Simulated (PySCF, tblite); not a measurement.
# C4H9N2 radical: geometry, infrared bands and EPR parameters

What infrared bands and EPR parameters should C4H9N2 radical (`[N]=CCCCN`) show?

The runs use tblite 0.8.0 and PySCF 2.14.0, with density-fitted response routines of our own; the level of theory stands in each step. All values are computed, except where a source is named. Atoms count from 0, in the outputs and in this text.

**1. The starting structure**

15 atoms, charge 0, multiplicity 2; geometry from: force field or distance geometry start.

Bonds of the start (Å): N0–C1 1.29, C1–C2 1.47, C2–C3 1.53, C3–C4 1.52, C4–N5 1.39, C1–H6 1.11, C2–H7 1.10, C2–H8 1.10, C3–H9 1.11, C3–H10 1.10, C4–H11 1.12, C4–H12 1.11, N5–H13 1.02, N5–H14 1.01.

**2. Relaxing the molecule with GFN2-xTB**

The job: settings as JSON, then the geometry in Å.

```
{"job": {"kind": "relax", "xc": "GFN2-xTB", "basis": "xTB"}, "charge": 0, "multiplicity": 2}
N      2.031800     1.338900     0.135300
C      1.740100     0.091800     0.324200
C      0.968600    -0.715500    -0.638500
C     -0.090700     0.193400    -1.265000
C     -0.973700     0.690100    -0.131300
N     -1.610400    -0.350200     0.541200
H      2.090600    -0.422000     1.241200
H      0.482500    -1.513800    -0.067200
H      1.597700    -1.207300    -1.401100
H     -0.697300    -0.358900    -2.005900
H      0.446100     1.033500    -1.719200
H     -0.317100     1.244800     0.589800
H     -1.739300     1.417100    -0.489200
H     -2.395800    -0.127700     1.149600
H     -1.537700    -1.306200     0.208300
```

Started as:

```sh
$ OMP_NUM_THREADS=1 python probes_run.py task.json out
```

This one command runs all jobs of the session in turn.

**Question.** This job is followed by: GFN2-xTB harmonic vibrations, gas phase; UKS B3LYP, pcH-1 on C H N, non-relativistic, mean-field spin-orbit, GIAO. Predict these results of the whole session: strongest single infrared mode (GFN2-xTB); zero-point energy (GFN2-xTB); g(iso) (B3LYP); ⟨S²⟩; largest a(iso) (averaged by class); surface potential, 1st and 99th percentile.

As calculated:

| quantity | value |
| --- | --- |
| strongest single infrared mode (GFN2-xTB) | 2822 cm⁻¹, 106 km/mol |
| zero-point energy (GFN2-xTB) | 79.0 kcal/mol |
| g(iso) (B3LYP) | 2.00278 |
| ⟨S²⟩ | 0.758 (exact 0.75) |
| largest a(iso) (averaged by class) | 1H on H6, 258.7 MHz |
| surface potential, 1st and 99th percentile | -1.69 V and 1.33 V |

**Reading.** Over 113 steps the energy fell by 0.760 eV; of the close pairs, N0–C1 changed most, 1.295 to 1.223 Å. All 39 modes are real, so the xTB geometry is a minimum. The strongest single mode, at 2822 cm⁻¹, moves mainly H12. Unscaled tight-binding wavenumbers are off by several per cent, some by more. Its intensities can rank the bands wrongly. N0 carries the largest spin population, 0.89 e. The isotropic g lies 0.5 ppt above the free-electron value.
